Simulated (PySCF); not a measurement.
# USVWN5/def2-TZVP run of N2H3 (SMILES [NH]N)

What is the energy change on altering one bond length of N2H3 at USVWN5/def2-TZVP? 

The calculation is run with PySCF 2.14.0.

1 further run of the same task is left out (set aside as unsound or not needed).

**1. The system as given**

The species is N2H3 (5 atoms), meant as a doublet with charge 0. As SMILES, `[NH]N`. Geometry: relaxed at PBE0-D4/def2-TZVP. This is one conformer, not always the lowest.

Bond lengths: N1–N2 1.338 Å, N1–H3 1.021 Å, N2–H4 1.008 Å, N2–H5 1.012 Å. Angles: N1–N2–H4 113.9°, N1–N2–H5 120.9°, N2–N1–H3 106.1°, H4–N2–H5 114.6°.

**2. The energy at USVWN5/def2-TZVP**

Input file calc.py:

```python
# hydrazinyl radical
from pyscf import gto, dft

mol = gto.M(
    atom='''
N     -0.354513    -1.545890     0.858011
N     -0.243132     0.445238    -0.696270
H      1.435889    -1.797980     1.533078
H     -1.948213     1.119285    -1.209481
H      1.109950     1.779328    -0.485338
''',
    unit='bohr',
    charge=0,
    spin=1,
    basis='def2-tzvp',
    max_memory=1860,
    verbose=3,
)

myscf = dft.UKS(mol, xc='svwn')
myscf.grids.level = 5
myscf.conv_tol = 1e-10
myscf.kernel()
if not myscf.converged:
    myscf = myscf.newton().run(myscf.mo_coeff, myscf.mo_occ)

energy = myscf.e_tot
print('E(%s) = %.9f' % ('SVWN5', energy))
```

Run with:

```console
$ OMP_NUM_THREADS=1 python calc.py
```

Output:

```text
converged SCF energy = -110.366353891802  <S^2> = 0.75179272  2S+1 = 2.0017919
E(SVWN5) = -110.366353892
```

Wall time 9.6 s (1 thread of Arm Neoverse V2, shared host); peak memory 0.26 GiB.

**3. The distorted shape at the same level**

Input file calc.py:

```python
from pyscf import gto, dft

mol = gto.M(
    atom='''
N     -0.387931    -2.143288     1.324341
N     -0.243132     0.445238    -0.696270
H      1.402472    -2.395377     1.999408
H     -1.948213     1.119285    -1.209481
H      1.109950     1.779328    -0.485338
''',
    verbose=3,
    unit='bohr',
    basis='def2-tzvp',
    spin=1,
    max_memory=1860,
)

mf = dft.UKS(mol)
mf.xc = 'svwn'
mf.grids.level = 5
mf.conv_tol = 1e-10
mf.kernel()
if not mf.converged:
    mf = mf.newton().run(mf.mo_coeff, mf.mo_occ)

etot = mf.e_tot
print('E(%s) = %.9f' % ('SVWN5', etot))
```

Run with:

```console
$ OMP_NUM_THREADS=1 python calc.py
```

Output:

```text
converged SCF energy = -110.298181733064  <S^2> = 0.75287024  2S+1 = 2.0028682
E(SVWN5) = -110.298181733
```

Wall time 9.9 s (1 thread of Arm Neoverse V2, shared host); peak memory 0.26 GiB.

**4. What came out**

Level: USVWN5/def2-TZVP.

```
                                                         quantity          value
                                        first shape: total energy  -110.36635 Eh
                                       first shape: dipole moment         2.80 D
                  first shape: HOMO energy (highest over α and β)       -3.79 eV
                   first shape: LUMO energy (lowest over α and β)       -2.45 eV
                                                first shape: ⟨S²⟩          0.752
                                    distorted shape: total energy  -110.29818 Eh
                                   distorted shape: dipole moment         2.35 D
              distorted shape: HOMO energy (highest over α and β)       -5.43 eV
               distorted shape: LUMO energy (lowest over α and β)       -4.00 eV
                                            distorted shape: ⟨S²⟩          0.753
energy change with the N1–N2 bond stretched from 1.338 to 1.739 Å       1.855 eV
```

With the N1–N2 bond stretched from 1.338 to 1.739 Å the energy rises by 1.86 eV (43 kcal/mol). The first shape isn't relaxed at this level, so the change isn't measured from a minimum. Mulliken charges (distorted shape) run from -0.47 on N2 to +0.27 on H4.
